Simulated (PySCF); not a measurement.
# F, F⁺, F²⁺: ionisation energies in x2c-TZVPPall, part 3 of 3

Aim: the ionisation energy of fluorine from differences of total energies, at each level of theory, and how far each lands from the tabulated value where there is one.

PySCF 2.14.0; x2c-TZVPPall, scalar relativity by spin-free X2C-1e. The scripts are equivalent inputs of a driver's runs. The steps go on from the part before.

### 6 F²⁺

**UHF**

input.py reads:

```python
from pyscf import gto, scf, dft, mp, cc
import basis_set_exchange as bse
mol = gto.M(atom="F 0 0 0", charge=2, spin=3, symmetry="D2h",
            basis=gto.basis.parse(bse.get_basis("x2c-TZVPPall", elements=["F"], fmt="nwchem")),
            nucmod="G")
mf = scf.UHF(mol).sfx2c1e()
mf.irrep_nelec = {'Ag': (2, 2), 'B1u': (1, 0), 'B2u': (1, 0), 'B3u': (1, 0)}
mf.kernel()
```

Standard output:

```text
damping factor = 0
level_shift factor = 0
DIIS = <class 'pyscf.scf.diis.CDIIS'>
diis_start_cycle = 1
diis_space = 10
diis_damp = 0
SCF conv_tol = 1e-09
SCF conv_tol_grad = None
number electrons alpha = 5  beta = 2
cycle= 1 E= -97.6968075024639  delta_E= -7.82e-13  |g|= 2.51e-07  |ddm|= 1.83e-06
converged SCF energy = -97.6968075024639  <S^2> = 3.7538144  2S+1 = 4.0019067
```

It used 0.12 s of CPU time after the integrals (shared host).

The occupied shells:

| shell | electrons | mean orbital energy (eV) | spread (eV) | rms radius (bohr) |
| --- | --- | --- | --- | --- |
| 1s α | 1 | -767.13 | 0 | 0.203 |
| 1s β | 1 | -762.17 | 0 | 0.203 |
| 2s α | 1 | -88.181 | 0 | 1.01 |
| 2s β | 1 | -70.862 | 0 | 1.01 |
| 2p α | 3 | -63.879 | 0 | 0.979 |

⟨S²⟩ = 3.754, ⟨L²⟩ = 0.00.

Spin-orbit constants on these orbitals (cm⁻¹; bare nucleus, screened nucleus, mean field): 2p 555.3, 431.9, 382.6.

**LDA**

input.py, as changed from the run before:

```diff
@@ -5,3 +5,3 @@
             nucmod="G")
-mf = scf.UHF(mol).sfx2c1e()
+mf = dft.UKS(mol, xc="LDA,VWN").sfx2c1e()
 mf.irrep_nelec = {'Ag': (2, 2), 'B1u': (1, 0), 'B2u': (1, 0), 'B3u': (1, 0)}
```

Standard output:

```text
damping factor = 0
level_shift factor = 0
DIIS = <class 'pyscf.scf.diis.CDIIS'>
diis_start_cycle = 1
diis_space = 10
diis_damp = 0
SCF conv_tol = 1e-09
SCF conv_tol_grad = None
number electrons alpha = 5  beta = 2
XC functionals = LDA,VWN
    P. A. M. Dirac.,  Math. Proc. Cambridge Philos. Soc. 26, 376 (1930)
    F. Bloch.,  Z. Phys. 57, 545 (1929)
    S. H. Vosko, L. Wilk, and M. Nusair.,  Can. J. Phys. 58, 1200 (1980)
cycle= 1 E= -97.2402510096466  delta_E= -0.00519  |g|= 0.0263  |ddm|= 0.0735
cycle= 2 E= -97.2402882521503  delta_E= -3.72e-05  |g|= 0.00654  |ddm|= 0.00891
cycle= 3 E= -97.2402960068785  delta_E= -7.75e-06  |g|= 0.00111  |ddm|= 0.00308
cycle= 4 E= -97.2402962899731  delta_E= -2.83e-07  |g|= 4.39e-06  |ddm|= 0.000493
cycle= 5 E= -97.2402962899793  delta_E= -6.18e-12  |g|= 1.13e-07  |ddm|= 3.3e-06
converged SCF energy = -97.2402962899793  <S^2> = 3.751356  2S+1 = 4.000678
```

It used 0.09 s of CPU time after the integrals (shared host).

**PBE**

input.py, as changed from the run before:

```diff
@@ -5,3 +5,3 @@
             nucmod="G")
-mf = dft.UKS(mol, xc="LDA,VWN").sfx2c1e()
+mf = dft.UKS(mol, xc="PBE").sfx2c1e()
 mf.irrep_nelec = {'Ag': (2, 2), 'B1u': (1, 0), 'B2u': (1, 0), 'B3u': (1, 0)}
```

Standard output:

```text
damping factor = 0
level_shift factor = 0
DIIS = <class 'pyscf.scf.diis.CDIIS'>
diis_start_cycle = 1
diis_space = 10
diis_damp = 0
SCF conv_tol = 1e-09
SCF conv_tol_grad = None
number electrons alpha = 5  beta = 2
XC functionals = PBE
    J. P. Perdew, K. Burke, and M. Ernzerhof.,  Phys. Rev. Lett. 77, 3865 (1996)
    J. P. Perdew, K. Burke, and M. Ernzerhof.,  Phys. Rev. Lett. 78, 1396 (1997)
    J. P. Perdew, K. Burke, and M. Ernzerhof.,  Phys. Rev. Lett. 77, 3865 (1996)
    J. P. Perdew, K. Burke, and M. Ernzerhof.,  Phys. Rev. Lett. 78, 1396 (1997)
cycle= 1 E= -97.809949509162  delta_E= -0.00306  |g|= 0.0044  |ddm|= 0.0654
cycle= 2 E= -97.8099531304031  delta_E= -3.62e-06  |g|= 0.00128  |ddm|= 0.0027
cycle= 3 E= -97.8099534674106  delta_E= -3.37e-07  |g|= 0.000211  |ddm|= 0.000605
cycle= 4 E= -97.8099534775366  delta_E= -1.01e-08  |g|= 6.33e-06  |ddm|= 0.000103
cycle= 5 E= -97.8099534775469  delta_E= -1.03e-11  |g|= 1.3e-07  |ddm|= 2.91e-06
converged SCF energy = -97.8099534775469  <S^2> = 3.7512429  2S+1 = 4.0006214
```

It used 0.13 s of CPU time after the integrals (shared host).

**PBE0**

input.py, as changed from the run before:

```diff
@@ -5,3 +5,3 @@
             nucmod="G")
-mf = dft.UKS(mol, xc="PBE").sfx2c1e()
+mf = dft.UKS(mol, xc="PBE0").sfx2c1e()
 mf.irrep_nelec = {'Ag': (2, 2), 'B1u': (1, 0), 'B2u': (1, 0), 'B3u': (1, 0)}
```

Standard output:

```text
damping factor = 0
level_shift factor = 0
DIIS = <class 'pyscf.scf.diis.CDIIS'>
diis_start_cycle = 1
diis_space = 10
diis_damp = 0
SCF conv_tol = 1e-09
SCF conv_tol_grad = None
number electrons alpha = 5  beta = 2
XC functionals = PBE0
    C. Adamo and V. Barone.,  J. Chem. Phys. 110, 6158 (1999)
    M. Ernzerhof and G. E. Scuseria.,  J. Chem. Phys. 110, 5029 (1999)
cycle= 1 E= -97.8296148390559  delta_E= -0.00166  |g|= 0.00495  |ddm|= 0.044
cycle= 2 E= -97.8296239279685  delta_E= -9.09e-06  |g|= 0.00062  |ddm|= 0.00352
cycle= 3 E= -97.8296240673127  delta_E= -1.39e-07  |g|= 7.29e-05  |ddm|= 0.000496
cycle= 4 E= -97.8296240684439  delta_E= -1.13e-09  |g|= 1.47e-05  |ddm|= 3.68e-05
cycle= 5 E= -97.8296240684876  delta_E= -4.36e-11  |g|= 1.93e-07  |ddm|= 6.88e-06
converged SCF energy = -97.8296240684876  <S^2> = 3.751609  2S+1 = 4.0008044
```

CPU time 0.14 s on a shared host, the integrals not counted.

**r2SCAN**

input.py, as changed from the run before:

```diff
@@ -5,3 +5,3 @@
             nucmod="G")
-mf = dft.UKS(mol, xc="PBE0").sfx2c1e()
+mf = dft.UKS(mol, xc="R2SCAN").sfx2c1e()
 mf.irrep_nelec = {'Ag': (2, 2), 'B1u': (1, 0), 'B2u': (1, 0), 'B3u': (1, 0)}
```

Standard output:

```text
damping factor = 0
level_shift factor = 0
DIIS = <class 'pyscf.scf.diis.CDIIS'>
diis_start_cycle = 1
diis_space = 10
diis_damp = 0
SCF conv_tol = 1e-09
SCF conv_tol_grad = None
number electrons alpha = 5  beta = 2
XC functionals = R2SCAN
    J. W. Furness, A. D. Kaplan, J. Ning, J. P. Perdew, and J. Sun.,  J. Phys. Chem. Lett. 11, 8208-8215 (2020)
    J. W. Furness, A. D. Kaplan, J. Ning, J. P. Perdew, and J. Sun.,  J. Phys. Chem. Lett. 11, 9248-9248 (2020)
    J. W. Furness, A. D. Kaplan, J. Ning, J. P. Perdew, and J. Sun.,  J. Phys. Chem. Lett. 11, 8208-8215 (2020)
    J. W. Furness, A. D. Kaplan, J. Ning, J. P. Perdew, and J. Sun.,  J. Phys. Chem. Lett. 11, 9248-9248 (2020)
cycle= 1 E= -97.8824983666863  delta_E= -0.00111  |g|= 0.00286  |ddm|= 0.0382
cycle= 2 E= -97.882501176883  delta_E= -2.81e-06  |g|= 0.000439  |ddm|= 0.00277
cycle= 3 E= -97.8825012379751  delta_E= -6.11e-08  |g|= 0.000142  |ddm|= 0.000408
cycle= 4 E= -97.8825012423609  delta_E= -4.39e-09  |g|= 6.97e-06  |ddm|= 7.07e-05
cycle= 5 E= -97.882501242383  delta_E= -2.22e-11  |g|= 3.31e-07  |ddm|= 7.89e-06
converged SCF energy = -97.882501242383  <S^2> = 3.7522892  2S+1 = 4.0011445
```

It used 0.29 s of CPU time after the integrals (shared host).

**BHandHLYP**

input.py, as changed from the run before:

```diff
@@ -5,3 +5,3 @@
             nucmod="G")
-mf = dft.UKS(mol, xc="R2SCAN").sfx2c1e()
+mf = dft.UKS(mol, xc="BHANDHLYP").sfx2c1e()
 mf.irrep_nelec = {'Ag': (2, 2), 'B1u': (1, 0), 'B2u': (1, 0), 'B3u': (1, 0)}
```

Standard output:

```text
damping factor = 0
level_shift factor = 0
DIIS = <class 'pyscf.scf.diis.CDIIS'>
diis_start_cycle = 1
diis_space = 10
diis_damp = 0
SCF conv_tol = 1e-09
SCF conv_tol_grad = None
number electrons alpha = 5  beta = 2
XC functionals = BHANDHLYP
    A. D. Becke.,  J. Chem. Phys. 98, 1372 (1993)
    Defined through Gaussian implementation.
cycle= 1 E= -97.9049050979214  delta_E= -0.00107  |g|= 0.0056  |ddm|= 0.0382
cycle= 2 E= -97.9049156877117  delta_E= -1.06e-05  |g|= 0.00106  |ddm|= 0.00352
cycle= 3 E= -97.9049159659593  delta_E= -2.78e-07  |g|= 0.000202  |ddm|= 0.000668
cycle= 4 E= -97.9049159763674  delta_E= -1.04e-08  |g|= 1.1e-05  |ddm|= 0.000102
cycle= 5 E= -97.9049159764036  delta_E= -3.62e-11  |g|= 3.55e-07  |ddm|= 8.18e-06
converged SCF energy = -97.9049159764036  <S^2> = 3.7521517  2S+1 = 4.0010757
```

CPU time 0.14 s on a shared host, the integrals not counted.

**B97-3**

input.py, as changed from the run before:

```diff
@@ -5,3 +5,3 @@
             nucmod="G")
-mf = dft.UKS(mol, xc="BHANDHLYP").sfx2c1e()
+mf = dft.UKS(mol, xc="HYB_GGA_XC_B97_3").sfx2c1e()
 mf.irrep_nelec = {'Ag': (2, 2), 'B1u': (1, 0), 'B2u': (1, 0), 'B3u': (1, 0)}
```

Standard output:

```text
damping factor = 0
level_shift factor = 0
DIIS = <class 'pyscf.scf.diis.CDIIS'>
diis_start_cycle = 1
diis_space = 10
diis_damp = 0
SCF conv_tol = 1e-09
SCF conv_tol_grad = None
number electrons alpha = 5  beta = 2
XC functionals = HYB_GGA_XC_B97_3
    T. W. Keal and D. J. Tozer.,  J. Chem. Phys. 123, 121103 (2005)
cycle= 1 E= -97.8887836399227  delta_E= -0.0011  |g|= 0.00339  |ddm|= 0.0343
cycle= 2 E= -97.8887868985159  delta_E= -3.26e-06  |g|= 0.000537  |ddm|= 0.00221
cycle= 3 E= -97.8887869604008  delta_E= -6.19e-08  |g|= 0.000141  |ddm|= 0.000385
cycle= 4 E= -97.8887869645159  delta_E= -4.12e-09  |g|= 5.45e-06  |ddm|= 5.94e-05
cycle= 5 E= -97.8887869645229  delta_E= -7.03e-12  |g|= 1.54e-07  |ddm|= 4.21e-06
converged SCF energy = -97.8887869645229  <S^2> = 3.7522464  2S+1 = 4.0011231
```

CPU time 0.15 s on a shared host, the integrals not counted.

**wB97M-V**

input.py, as changed from the run before:

```diff
@@ -5,3 +5,3 @@
             nucmod="G")
-mf = dft.UKS(mol, xc="HYB_GGA_XC_B97_3").sfx2c1e()
+mf = dft.UKS(mol, xc="WB97M_V").sfx2c1e()
 mf.irrep_nelec = {'Ag': (2, 2), 'B1u': (1, 0), 'B2u': (1, 0), 'B3u': (1, 0)}
```

Standard output:

```text
damping factor = 0
level_shift factor = 0
DIIS = <class 'pyscf.scf.diis.CDIIS'>
diis_start_cycle = 1
diis_space = 10
diis_damp = 0
SCF conv_tol = 1e-09
SCF conv_tol_grad = None
number electrons alpha = 5  beta = 2
XC functionals = WB97M_V
    N. Mardirossian and M. Head-Gordon.,  J. Chem. Phys. 144, 214110 (2016)
NLC functional = WB97M_V
cycle= 1 E= -97.9019351684667  delta_E= -0.00138  |g|= 0.00659  |ddm|= 0.0436
cycle= 2 E= -97.9019517375692  delta_E= -1.66e-05  |g|= 0.00101  |ddm|= 0.00515
cycle= 3 E= -97.9019521397711  delta_E= -4.02e-07  |g|= 7.71e-05  |ddm|= 0.000861
cycle= 4 E= -97.9019521416315  delta_E= -1.86e-09  |g|= 1e-05  |ddm|= 5.25e-05
cycle= 5 E= -97.9019521416511  delta_E= -1.96e-11  |g|= 7.89e-07  |ddm|= 5.58e-06
converged SCF energy = -97.9019521416511  <S^2> = 3.7520291  2S+1 = 4.0010144
```

CPU time 0.46 s on a shared host, the integrals not counted.

**HSE06**

input.py, as changed from the run before:

```diff
@@ -5,3 +5,3 @@
             nucmod="G")
-mf = dft.UKS(mol, xc="WB97M_V").sfx2c1e()
+mf = dft.UKS(mol, xc="HSE06").sfx2c1e()
 mf.irrep_nelec = {'Ag': (2, 2), 'B1u': (1, 0), 'B2u': (1, 0), 'B3u': (1, 0)}
```

Standard output:

```text
damping factor = 0
level_shift factor = 0
DIIS = <class 'pyscf.scf.diis.CDIIS'>
diis_start_cycle = 1
diis_space = 10
diis_damp = 0
SCF conv_tol = 1e-09
SCF conv_tol_grad = None
number electrons alpha = 5  beta = 2
XC functionals = HSE06
    J. Heyd, G. E. Scuseria, and M. Ernzerhof.,  J. Chem. Phys. 118, 8207 (2003)
    J. Heyd, G. E. Scuseria, and M. Ernzerhof.,  J. Chem. Phys. 124, 219906 (2006)
    A. V. Krukau, O. A. Vydrov, A. F. Izmaylov, and G. E. Scuseria.,  J. Chem. Phys. 125, 224106 (2006)
cycle= 1 E= -97.8375865844587  delta_E= -0.00168  |g|= 0.00449  |ddm|= 0.0449
cycle= 2 E= -97.8375937512633  delta_E= -7.17e-06  |g|= 0.00051  |ddm|= 0.00316
cycle= 3 E= -97.8375938446359  delta_E= -9.34e-08  |g|= 2.96e-05  |ddm|= 0.000399
cycle= 4 E= -97.8375938448379  delta_E= -2.02e-10  |g|= 9.28e-06  |ddm|= 1.77e-05
converged SCF energy = -97.8375938448379  <S^2> = 3.7516128  2S+1 = 4.0008063
```

CPU time 0.23 s on a shared host, the integrals not counted.

### 7 F²⁺, continued

**ROHF**

Standard output:

```text
damping factor = 0
level_shift factor = 0
DIIS = <class 'pyscf.scf.diis.CDIIS'>
diis_start_cycle = 1
diis_space = 10
diis_damp = 0
SCF conv_tol = 1e-09
SCF conv_tol_grad = None
irrep_nelec {'Ag': (2, 2), 'B1g': (0, 0), 'B2g': (0, 0), 'B3g': (0, 0), 'Au': (0, 0), 'B1u': (1, 0), 'B2u': (1, 0), 'B3u': (1, 0)}
HOMO (B2u) = -1.72525798779831  LUMO (Ag) = -0.264615059273218
cycle= 1 E= -97.6917885419542  delta_E= 0.00502  |g|= 0.0318  |ddm|= 0.0893
HOMO (B2u) = -1.72662911889539  LUMO (Ag) = -0.256191391777186
cycle= 2 E= -97.6919971068721  delta_E= -0.000209  |g|= 0.00584  |ddm|= 0.019
HOMO (B2u) = -1.72619352379515  LUMO (Ag) = -0.256396568630358
cycle= 3 E= -97.6920042366617  delta_E= -7.13e-06  |g|= 0.000274  |ddm|= 0.00373
HOMO (B2u) = -1.72586977456738  LUMO (Ag) = -0.256349488758943
cycle= 4 E= -97.6920042684808  delta_E= -3.18e-08  |g|= 8e-05  |ddm|= 0.000199
HOMO (B2u) = -1.7259403127442  LUMO (Ag) = -0.256361477684059
cycle= 5 E= -97.6920042695921  delta_E= -1.11e-09  |g|= 3.16e-06  |ddm|= 3.85e-05
HOMO (B2u) = -1.72594064773489  LUMO (Ag) = -0.256361884012875
cycle= 6 E= -97.6920042695941  delta_E= -1.9e-12  |g|= 2.51e-07  |ddm|= 2.99e-06
converged SCF energy = -97.6920042695941
```

It used 0.03 s of CPU time after the integrals (shared host).

Restricted open-shell Hartree-Fock on the same occupation, started from the unrestricted density.

**MP2 (valence)**

Changes to input.py since step 6:

```diff
@@ -5,4 +5,5 @@
             nucmod="G")
-mf = dft.UKS(mol, xc="HSE06").sfx2c1e()
+mf = scf.UHF(mol).sfx2c1e()
 mf.irrep_nelec = {'Ag': (2, 2), 'B1u': (1, 0), 'B2u': (1, 0), 'B3u': (1, 0)}
 mf.kernel()
+mp.UMP2(mf, frozen=1).kernel()
```

No log was kept for this step.

It used 0.01 s of CPU time after the integrals (shared host).

With 5 electrons correlated, the MP2 correlation energy is -0.09714 hartree (-0.02799 same spin, -0.06915 opposite spin); the SCS form gives -0.09231. Largest pairs of shells: 2s-2p -0.0647, 2p-2p -0.0230, 2s-2s -0.0094.

**MP2 (valence and next inner shell)**

input.py, as changed from the run before:

```diff
@@ -8,2 +8,2 @@
 mf.kernel()
-mp.UMP2(mf, frozen=1).kernel()
+mp.UMP2(mf, frozen=0).kernel()
```

This step left no log, only its results.

CPU time 0.01 s on a shared host, the integrals not counted.

With 7 electrons correlated, the MP2 correlation energy is -0.11509 hartree (-0.02944 same spin, -0.08566 opposite spin); the SCS form gives -0.11260. Largest pairs of shells: 2s-2p -0.0647, 2p-2p -0.0230, 1s-1s -0.0117, 2s-2s -0.0094, 1s-2p -0.0037.

### 8 Orbital energies side by side

Highest occupied Hartree-Fock shell of each state: F 2p β at -18.455 eV; F⁺ 2p β at -35.644 eV; F²⁺ 2p α at -63.879 eV.

### 9 The energy differences

Ionisation energy: F [He] 2s2 2p5 (2P) → F⁺ [He] 2s2 2p4 (3P).

| method | value (eV) | error (eV) | CPU time, both states (s) |
| --- | --- | --- | --- |
| UHF | 15.641 | -1.786 | 0.35 |
| LDA | 17.911 | +0.484 | 0.2 |
| PBE | 17.603 | +0.176 | 0.29 |
| PBE0 | 17.410 | -0.017 | 0.33 |
| r2SCAN | 17.504 | +0.077 | 0.68 |
| BHandHLYP | 17.281 | -0.146 | 0.36 |
| B97-3 | 17.503 | +0.076 | 0.35 |
| wB97M-V | 17.398 | -0.029 | 1.1 |
| HSE06 | 17.425 | -0.002 | 0.62 |
| ROHF | 15.694 | -1.733 | 0.06 |
| MP2 (valence) | 17.195 | -0.232 | 0.37 |
| SCS-MP2 (valence) | 17.180 | -0.247 | 0.37 |
| MP2 (valence and next inner shell) | 17.204 | -0.223 | 0.37 |
| SCS-MP2 (valence and next inner shell) | 17.183 | -0.244 | 0.37 |

Reference: 17.427 eV (measured; NIST levels, between the centres of gravity of the two terms). Errors of the correlated levels include the incompleteness of this basis.

Ionisation energy: F⁺ [He] 2s2 2p4 (3P) → F²⁺ [He] 2s2 2p3 (4S).

| method | value (eV) | error (eV) | CPU time, both states (s) |
| --- | --- | --- | --- |
| UHF | 33.395 | -1.555 | 0.27 |
| LDA | 35.245 | +0.295 | 0.18 |
| PBE | 35.408 | +0.458 | 0.26 |
| PBE0 | 35.243 | +0.293 | 0.3 |
| r2SCAN | 35.102 | +0.152 | 0.63 |
| BHandHLYP | 35.182 | +0.232 | 0.31 |
| B97-3 | 35.292 | +0.342 | 0.33 |
| wB97M-V | 35.132 | +0.182 | 1 |
| HSE06 | 35.282 | +0.332 | 0.54 |
| ROHF | 33.347 | -1.603 | 0.06 |
| MP2 (valence) | 34.586 | -0.364 | 0.29 |
| SCS-MP2 (valence) | 34.679 | -0.271 | 0.29 |
| MP2 (valence and next inner shell) | 34.597 | -0.353 | 0.29 |
| SCS-MP2 (valence and next inner shell) | 34.683 | -0.267 | 0.29 |

Reference: 34.950 eV (measured; NIST levels, between the centres of gravity of the two terms). Errors of the correlated levels include the incompleteness of this basis.

Times are CPU seconds on a shared host without the integrals; correlated rows include their Hartree-Fock run, whose time holds the symmetry-adapted start and any spin-orbit constants, while functionals begin from orbitals already made.

### 10 What came out

The summary covers parts 1 to 3.

```
             quantity                                                                       value
 ionisation energy, F  UHF 15.641, MP2 (valence and next inner shell) 17.204 eV; reference 17.427
ionisation energy, F⁺  UHF 33.395, MP2 (valence and next inner shell) 34.597 eV; reference 34.950
```

Each level's miss and price (over 2 differences):

| method | mean absolute miss against the measured values (with the measured fine structure taken into account where it is known) (eV) | CPU time, both states (s) |
| --- | --- | --- |
| UHF | 1.670 | 0.31 |
| LDA | 0.389 | 0.19 |
| PBE | 0.317 | 0.28 |
| PBE0 | 0.155 | 0.32 |
| r2SCAN | 0.114 | 0.66 |
| BHandHLYP | 0.189 | 0.34 |
| B97-3 | 0.209 | 0.34 |
| wB97M-V | 0.106 | 1.1 |
| HSE06 | 0.167 | 0.58 |
| ROHF | 1.668 | 0.06 |
| MP2 (valence) | 0.298 | 0.33 |
| SCS-MP2 (valence) | 0.259 | 0.33 |
| MP2 (valence and next inner shell) | 0.288 | 0.33 |
| SCS-MP2 (valence and next inner shell) | 0.255 | 0.33 |

Against experiment wB97M-V comes closest (mean absolute error over 2 measured values 0.11 eV), level with r2SCAN and UHF is farthest (1.67 eV). Hartree-Fock falls short because the species with more electrons holds more correlation energy, which it lacks. PBE is off by +0.18, +0.46 eV. All values hold for this basis alone; no basis-set limit was taken. The dearest level timed, wB97M-V, costs 18 times the cheapest, ROHF, and differs from the measured values (with the measured fine structure taken into account where it is known) by 0.11 against 1.67 eV.
